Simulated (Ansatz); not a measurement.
**AlNH3− (SMILES [NH-][AlH2]): one structure at several levels**

The atoms stand at a structure displaced at random from a GFN2-xTB minimum. How far do the functionals agree with CCSD(T) there?

Method: single points in def2-TZVPPD; program: Ansatz 0.2.0, Gaussian basis.

Correlated methods freeze the cores. B3LYP uses VWN-RPA correlation.

**1. The starting structure**

SMILES `[NH-][AlH2]`, 5 atoms, charge -1, spin multiplicity 1.

Atoms are counted from 1 here; the program's logs count them from 0.

Bond lengths: N1–Al2 1.762 Å, N1–H3 0.954 Å, Al2–H4 1.563 Å, Al2–H5 1.705 Å. Angles: Al2–N1–H3 107.6°, N1–Al2–H4 131.6°, N1–Al2–H5 131.1°, H4–Al2–H5 97.2°.

As a file:

| atom | x (Å) | y (Å) | z (Å) |
| --- | --- | --- | --- |
| N1 | 0.2291 | -0.7932 | 1.1591 |
| Al2 | -0.2251 | 0.2550 | -0.1824 |
| H3 | 0.9894 | -1.2995 | 0.8856 |
| H4 | -1.2138 | 0.0458 | -1.3744 |
| H5 | 0.2495 | 1.8453 | -0.5737 |

**2. CCSD(T)/def2-TZVPPD**

run/in.yaml reads:

```yaml
crystal:
  periodic: [false, false, false]
  atoms:
    - {symbol: N, position_ang: [0.229100, -0.793200, 1.159100]}
    - {symbol: Al, position_ang: [-0.225100, 0.255000, -0.182400]}
    - {symbol: H, position_ang: [0.989400, -1.299500, 0.885600]}
    - {symbol: H, position_ang: [-1.213800, 0.045800, -1.374400]}
    - {symbol: H, position_ang: [0.249500, 1.845300, -0.573700]}
basis:
  gaussian: {orbitals: "def2-TZVPPD.json"}
total_charge: -1
correlation: {method: ccsd_t}
output: {forces: true}
```

The basis file named in the input lies beside it (Basis Set Exchange, JSON).

No record of the launch command was kept for these runs.

**3. PBE0-D4/def2-TZVPPD**

run/in.yaml, as its differences from that of step 2:

```diff
@@ -11,3 +11,3 @@
 total_charge: -1
-correlation: {method: ccsd_t}
-output: {forces: true}
+hamiltonian: {xc: pbe0, dispersion: d4}
+output: {forces: true, orbitals: {seedname: orbitals}}
```

**4. wB97M-V/def2-TZVPPD**

run/in.yaml, as its differences from that of step 3:

```diff
@@ -11,3 +11,3 @@
 total_charge: -1
-hamiltonian: {xc: pbe0, dispersion: d4}
-output: {forces: true, orbitals: {seedname: orbitals}}
+hamiltonian: {xc: {name: wB97M-V}}
+output: {forces: true}
```

**5. r2SCAN-D4/def2-TZVPPD**

run/in.yaml, as its differences from that of step 4:

```diff
@@ -11,3 +11,3 @@
 total_charge: -1
-hamiltonian: {xc: {name: wB97M-V}}
+hamiltonian: {xc: r2scan, dispersion: d4}
 output: {forces: true}
```

**6. PBE-D4/def2-TZVPPD**

run/in.yaml, as its differences from that of step 5:

```diff
@@ -11,3 +11,3 @@
 total_charge: -1
-hamiltonian: {xc: r2scan, dispersion: d4}
+hamiltonian: {xc: pbe, dispersion: d4}
 output: {forces: true}
```

**7. B3LYP-D4/def2-TZVPPD**

run/in.yaml, as its differences from that of step 6:

```diff
@@ -11,3 +11,3 @@
 total_charge: -1
-hamiltonian: {xc: pbe, dispersion: d4}
+hamiltonian: {xc: {name: B3LYP}, dispersion: d4}
 output: {forces: true}
```

**8. LC-wPBE/def2-TZVPPD**

run/in.yaml, as its differences from that of step 7:

```diff
@@ -11,3 +11,3 @@
 total_charge: -1
-hamiltonian: {xc: {name: B3LYP}, dispersion: d4}
+hamiltonian: {xc: {name: LC-wPBE}}
 output: {forces: true}
```

(Steps that only read results are left out.)

Q: Predict the outcome of this session. Wanted: RMS force component; RMS force error; HOMO and LUMO, PBE0-D4; T1 diagnostic.

As calculated:

| quantity | value |
| --- | --- |
| RMS force component | 1.417 to 1.516 eV/Å over the methods |
| RMS force error | PBE0-D4 0.140, wB97M-V 0.134, r2SCAN-D4 0.104, PBE-D4 0.114, B3LYP-D4 0.101, LC-wPBE 0.227 eV/Å |
| HOMO and LUMO, PBE0-D4 | 0.06 and 3.79 eV |
| T1 diagnostic | 0.020 |

In words: On forces the order runs from B3LYP-D4 to LC-wPBE. Frozen-core CCSD(T) forces in triple zeta carry basis errors of their own, and this is one geometry, so small gaps rank nothing.
